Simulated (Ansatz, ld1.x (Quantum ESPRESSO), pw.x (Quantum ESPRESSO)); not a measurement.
# What a changed setting does to a pw.x run (fcc P)

Potential: norm-conserving RRKJ (Kleinman–Bylander form), ld1.x (Quantum ESPRESSO) 7.5, PBEsol; core [Ne], reference 3s2 3p3; waves: 3p (bound): rc 1.50 bohr; 3d channel at 0.3 Ry: rc 1.70 bohr; 3s (bound): rc 1.60 bohr; local part: the s channel; core correction: a·sin(br)/r model core inside 1.55 bohr; rho0 0.001.

The reference run (k-mesh 15³, cutoffs 60/240 Ry, Fermi–Dirac 0.01 Ry, mixing_beta 0.4, conv_thr 1e-9, no spin) gives -0.71 GPa at 14.096 Å³/atom, where all-electron LAPW gives -0.60 GPa. This run, with its own iteration cap, changes conv_thr to 1.0, a wrong or extreme entry chosen on purpose.

```
&control
  calculation='scf', prefix='x', pseudo_dir='./', outdir='./tmp', tstress=.true., disk_io='none'
/
&system
  ibrav=0, nat=1, ntyp=1, ecutwfc=60, ecutrho=240, nbnd=9,
  occupations='smearing', smearing='fd', degauss=0.01
/
&electrons
  conv_thr=1, mixing_beta=0.4, electron_maxstep=70
/
ATOMIC_SPECIES
P 1.0 P.UPF
CELL_PARAMETERS angstrom
  0.00000000 1.91729364 1.91729364
  1.91729364 0.00000000 1.91729364
  1.91729364 1.91729364 0.00000000
ATOMIC_POSITIONS crystal
P 0.0000 0.0000 0.0000
K_POINTS automatic
15 15 15 0 0 0
```

```bash
pw.x < P.scf.in > P.scf.out
```

How does the run end?

It converges in 1 iterations; the free energy moves by +2.6 meV/atom and the pressure by -5.41 GPa. The result is not a property of the crystal.

```
Message from routine setup:
     using ibrav=0 with symmetry is DISCOURAGED, use correct ibrav instead
     lattice parameter (alat)  =       5.1239  a.u.
     unit-cell volume          =      95.1245 (a.u.)^3
     number of electrons       =         5.00
     number of Kohn-Sham states=            9
     kinetic-energy cutoff     =      60.0000  Ry
     charge density cutoff     =     240.0000  Ry
     scf convergence threshold =      1.0E+00
     Exchange-correlation= PBESOL
     number of k points=   120  Fermi-Dirac smearing, width (Ry)=  0.0100
     iteration #  1     ecut=    60.00 Ry     beta= 0.40
     the Fermi energy is    11.6681 ev
!    total energy              =     -13.26482902 Ry
     estimated scf accuracy    <       0.00199800 Ry
     smearing contrib. (-TS)   =      -0.00237469 Ry
     The total energy is F=E-TS. E is the sum of the following terms:
     one-electron contribution =       5.88018381 Ry
     hartree contribution      =       0.19289945 Ry
     xc contribution           =      -3.51763889 Ry
     ewald contribution        =     -15.81789869 Ry
     convergence has been achieved in   1 iterations
          total   stress  (Ry/bohr**3)                   (kbar)     P=      -61.17
     Message from routine punch:
     Nothing written, as per user request (disk_io='none')
```

The run took about 3.2 s on one core of a shared host (Neoverse-V1, 32 threads, 247 GiB, load 13).
